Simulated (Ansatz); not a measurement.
This script makes the interaction energy of a dimer with the counterpoise correction of Cl2 with Ansatz 0.2.0 through its Python package.

`run_dimer.py`:
```python
'''Binding of a Cl2 dimer at a trial geometry.'''

import logging
import sys

import ansatz as az

logging.basicConfig(stream=sys.stdout, format='%(levelname)s %(message)s')
log = logging.getLogger('calc')
log.setLevel(logging.INFO)

FIRST = [
    ('Cl', (0.0, 0.0, -0.97)),
    ('Cl', (0.0, 0.0, 0.97)),
]
SECOND = [
    ('Cl', (-2.6706, -0.7205, -0.5031)),
    ('Cl', (-4.0762, 0.3631, 0.2802)),
]

def energy(atoms, ghosts=()):
    molecule = az.Crystal.molecule()
    for symbol, xyz in atoms:
        molecule = molecule.atom(symbol, xyz)
    calc = (
        molecule.calculation()
        .basis(gaussian='def2-SVPD')
        .functional('b3lyp', dispersion='d4')
    )
    deck = calc.input()
    if ghosts:
        deck = deck.set(az.key.basis.gaussian.ghost_atoms, [{'symbol': s, 'position_ang': list(xyz)} for s, xyz in ghosts])
    return az.Session.from_dict(deck).plan().execute().report['free_energy_ev']

# ghost atoms carry the functions of the partner
both = energy(FIRST + SECOND)
alone = energy(FIRST) + energy(SECOND)
ghosted = energy(FIRST, SECOND) + energy(SECOND, FIRST)
log.info(f'dimer {both:.6f} eV')
log.info(f'interaction, uncorrected   {96.485332 * (both - alone):8.3f} kJ/mol')
log.info(f'interaction, counterpoise  {96.485332 * (both - ghosted):8.3f} kJ/mol')
log.info(f'basis-set superposition    {96.485332 * (alone - ghosted):8.3f} kJ/mol')
```

How large is the interaction at this pose, and how much of it is basis-set superposition?

Uncorrected it is 23.592 kJ/mol, with the counterpoise correction 29.048 kJ/mol; the difference, 5.46 kJ/mol, is the superposition error. In this basis both values are repulsive.

The run itself:

```console
$ python run_dimer.py
INFO dimer -50074.443896 eV
INFO interaction, uncorrected     23.592 kJ/mol
INFO interaction, counterpoise    29.048 kJ/mol
INFO basis-set superposition       5.456 kJ/mol
```

Notes:
- The settings weren't tested for convergence.
- The dimer is a generated trial pose of unrelaxed monomers, not a minimum, so the figure is no binding energy, and the basis set is small.
- b3lyp holds the VWN-RPA fit, as in Gaussian; the form of ORCA and Turbomole is b3lyp5.
- The spin state was assumed, and another may lie lower.
- The whole script took 11 s on 1 thread of Arm Neoverse V1, with other jobs on the host, peak memory 0.28 GiB.
